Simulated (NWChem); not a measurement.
Species: isobutane (C₄H₁₀); SMILES CC(C)C

All runs: NWChem. Pople sets run with spherical d functions. STO-3G and 3-21G are far too small for this property and stand as cheap habits. Geometry: optimised at B3LYP/6-31G* (spherical d). B3LYP is NWChem's, with the RPA form of VWN correlation. Field at 589 nm.

```csv
level,isotropic polarisability (bohr³),anisotropy (bohr³)
B3LYP/STO-3G,22.1,2.1
B3LYP/6-31G*,[?],[?]
B3LYP/def2-SVP,47.2,5.6
```

Q: What belongs in the gaps?

A: 
- B3LYP/6-31G*, isotropic polarisability (bohr³): 44.7
- B3LYP/6-31G*, anisotropy (bohr³): 4.8
